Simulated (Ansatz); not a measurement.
# Match the barriers

Saddle point of BH₂ClO, closed shell (BH₂ClO ([OH][BH][Cl]) → BHO ([BH][O]) + HCl; bonds formed: Cl2–H4; bonds broken: B1–Cl2, O3–H4), PBE0-D4/def2-TZVP structure:

B1  (-0.352, -0.019, -0.570)
Cl2  (0.985, 0.842, 1.067)
O3  (-0.449, -1.121, 0.008)
H4  (0.347, -0.490, 0.904)
H5  (-0.532, 0.787, -1.409)
(Å)

Computed with Ansatz 0.2.0 (basis: def2-TZVPP, with def2-QZVPP for the basis limit); correlated methods freeze the cores. B3LYP uses VWN-RPA correlation. Extrapolation: Hartree–Fock as exp(−7.88 √X), correlation as X^−2.97. Four methods, as single points on the PBE0-D4 structures, gave these electronic barriers from the start structure: 44.81, 49.07, 55.21, 62.75 kcal/mol.

Question: The methods were, in alphabetical order, B3LYP-D4, BHLYP-D4, HF, PBE-D4. Which gave which? (Judge from chemistry; the calculation decides.)

Answer: By the calculation: PBE-D4 44.81; B3LYP-D4 49.07; BHLYP-D4 55.21; HF 62.75 kcal/mol. For comparison, CCSD(T) at an estimated basis limit (MP2 extrapolated from triple and quadruple zeta, plus CCSD(T) − MP2 in triple zeta) gives 51.29 kcal/mol.

The T1 diagnostic stays at or below 0.018.

Labels in which every atom is bracketed show which atoms are joined, not bond orders.

For scale, one of the runs: CCSD(T)/def2-TZVPP, 132 basis functions, launched by `ansatz run in.yaml --threads 2 --pin off --events-out ev --progress --plain --max-ram 4352MiB`. Time: 8.5 s of wall clock on 2 CPU threads of an Arm Neoverse V1; the host was shared. Peak host memory: 0.66 GiB.
